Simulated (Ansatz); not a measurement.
Relaxation of AlH₃ (4 atoms, charge 0, multiplicity 1), to a largest force component of 0.03 eV/Å in at most 50 steps.

Computed with RKS PBE0-D4/cc-pVDZ in Ansatz.

```xyz
4
Properties=species:S:1:pos:R:3:forces:R:3
Al -1.127 0.002 0.554 0.05 0.00 -0.02
H 1.589 0.005 1.043 -0.09 0.03 1.84
H 1.622 -0.007 0.323 0.05 -0.03 -1.84
H -0.514 0.000 -1.013 -0.01 0.00 0.02
```

Question: Where does it end, and by what steps?

Answer: The run converged. After 3 steps the energy has fallen by 0.055 eV; H3 moved furthest, 0.20 Å.

```tsv
step	energy less start (eV)	largest force component (eV/Å)	accepted
0	0.0000	1.840	yes
1	-0.0544	0.205	yes
2	-0.0552	0.042	yes
3	-0.0555	0.024	yes
```

```xyz
4
Properties=species:S:1:pos:R:3
Al -0.955 0.004 0.607
H 1.461 -0.001 1.023
H 1.440 0.000 0.247
H -0.378 -0.003 -0.971
```

Whether the end is a true minimum wasn't checked by a vibrational analysis.

The run took 1.4 s on 1 thread of Intel(R) Xeon(R) 6975P-C (Granite Rapids), on a shared host, peak memory 0.097 GiB.
